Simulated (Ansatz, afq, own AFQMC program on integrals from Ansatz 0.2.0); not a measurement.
AFQMC on a folder of integrals that Ansatz 0.2.0 wrote.

```yaml
crystal:
  periodic: [false, false, false]
  atoms:
    - {symbol: Si, position_ang: [0.000000, 0.000000, 5.037703]}
    - {symbol: Al, position_ang: [0.000000, 0.000000, -0.590619]}
    - {symbol: H, position_ang: [0.000000, 0.000000, -4.447084]}
basis:
  gaussian: {orbitals: 6-31G}
magnetization: {spin_polarized: true, initial_magnetization: 2}
correlation: {method: ccsd_t, electrons: outside_noble_gas, hamiltonian_folder: ham}
```

```sh
$ ansatz run in.yaml --threads 1 --pin off --events-out ev --progress --plain --max-ram 24576MiB --backend cuda --devices 0, --max-vram 18GiB
```

Options of the walk:

```
--method phaseless --trial cisd --walkers 4000 --populations 20 --least-time 60 --time-step 0.005 --steps-per-block 50 --equilibration-blocks 40 --max-blocks 4000 --target-error 0.00034 --factor-cut 1e-05 --start spin_pure --seed 9919 --release-times 0.24,0.51,0.99,1.62,2.4 --release-step 0.03 --release-every 3 --taylor-order 6
```

Times are imaginary, in 1/Eh. The walk had a cap of 122 s. With eight or more populations the least sampling time is a fifth of least-time, and the error comes from their spread.

afq prints:

```
orbitals 18  electrons 5 3  factors 78 of 311
reference energy -531.18347654 Eh
CCSD correlation -0.05661618 Eh in 33 cycles, weight of the determinant in the CISD state 0.6902
energy of the start -531.221352 Eh
 block  time / (1/Eh)  mean weight  energy / Eh
     1     0.250  1.0002  -531.224682
     2     0.500  1.0001  -531.227476
     3     0.750  1.0000  -531.229798
     4     1.000  1.0000  -531.231725
     5     1.250  0.9999  -531.233479
     8     2.000  1.0001  -531.236712
    11     2.750  1.0001  -531.239047
    17     4.250  0.9999  -531.240715
    23     5.750  0.9999  -531.241470
    29     7.250  0.9999  -531.241588
    31     7.750  1.0000  -531.242070
    35     8.750  0.9999  -531.241340
    41    10.250  0.9999  -531.241481
    47    11.750  1.0000  -531.241519
    53    13.250  1.0001  -531.241214
    59    14.750  1.0001  -531.241045
    65    16.250  1.0001  -531.240420
    67    16.750  1.0001  -531.240392
    71    17.750  1.0002  -531.241075
    77    19.250  1.0000  -531.240706
    83    20.750  0.9997  -531.240850
    89    22.250  1.0001  -531.240758
error from the spread of 20 populations
released: time / (1/Eh)  energy / Eh  error  mean overlap
  0.24  -531.241095  0.000142  0.9990
  0.51  -531.241408  0.000168  0.9991
  0.99  -531.241521  0.000121  0.9998
  1.62  -531.241771  0.000120  1.0001
  2.40  -531.241788  0.000106  1.0063
energy -531.240922 +/- 0.000150 Eh
(rows thinned)
```

The run passed its tests (sampling time, drift between the halves within three errors, error under three times the target), which doesn't prove that it has relaxed.

Against this walk (error 4.1 meV) on the same determinant: CCSD(T) 3.1 meV lower (within the noise), CCSDT(Q) 31.1 meV lower, CCSDTQ 31.2 meV lower, full CI 31.4 meV lower. The error is statistical and leaves out the bias of the constraint. The determinant has ⟨S²⟩ = 2.96, so the low cluster orders mix in higher spin, while the walk starts as a pure triplet. Released to 2.40 1/Eh the energy lies 24 ± 5 meV (both errors) below the phaseless value, which shows part or all of the bias of the constraint, and full CI lies 7.8 meV below the released value. Full CI is exact here, so the walk's 31 meV above it is the walk's own error: the bias of the constraint with this trial. The determinant is a poor start (see the cautions), so the low cluster orders aren't to be relied on, and full CI is the sure value.

Cautions: constraint bias not in the error; lower spins were not checked; strong correlation (T1 0.051, weight of the determinant 0.69, largest double 0.46); unrestricted determinant spin contaminated (⟨S²⟩ 2.96 against 2.00); the CCSDT(Q) amplitudes may be one of several solutions (largest double 0.69); the CCSDTQ amplitudes may be one of several solutions (largest double 0.69).

The walk took 25 s on 1 × NVIDIA H100 80GB HBM3 with 2 threads of AMD EPYC 7R13 Processor (Zen 3), with other jobs on the host (the card was shared). The log's last line is the phaseless energy.

CCSDT and higher add their correlation energy to the determinant of the CCSD(T) run, since their own runs factorise the integrals more tightly (a shift of under 2 meV). A walk keeps the symmetry of its determinant, which the program's search chose and which needn't be the lowest solution, so a lower state of the same spin and another symmetry isn't excluded.
